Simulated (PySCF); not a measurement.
PySCF input (BP86/6-31G* (5d)):

```python
from pyscf import gto, dft

mol = gto.M(
    atom='''
    C    -0.62771000    0.13746760   -0.11720572
    C     0.57033210   -0.02366363    0.31751486
    H    -1.11372761   -0.16846940   -1.06751401
    H     1.45799498   -0.51435441   -0.13434084
    ''',
    basis='6-31g*',
    charge=-1,
    spin=1,
    verbose=4,
)

mf = dft.UKS(mol, xc='bp86')
mf.grids.level = 3
mf.conv_tol = 1e-9
mf.max_cycle = 100
mf.max_memory = 1500
mf.kernel()
if not mf.converged:
    mf = mf.newton()
    mf.kernel(mf.make_rdm1())
mo, _, stable, _ = mf.stability(return_status=True)
if not stable:
    mf.kernel(mf.make_rdm1(mo, mf.mo_occ))
    stable = mf.stability(return_status=True)[2]
mf.dip_moment()
```

Question: What final total energy does it give?

Answer: -77.23497 Eh.
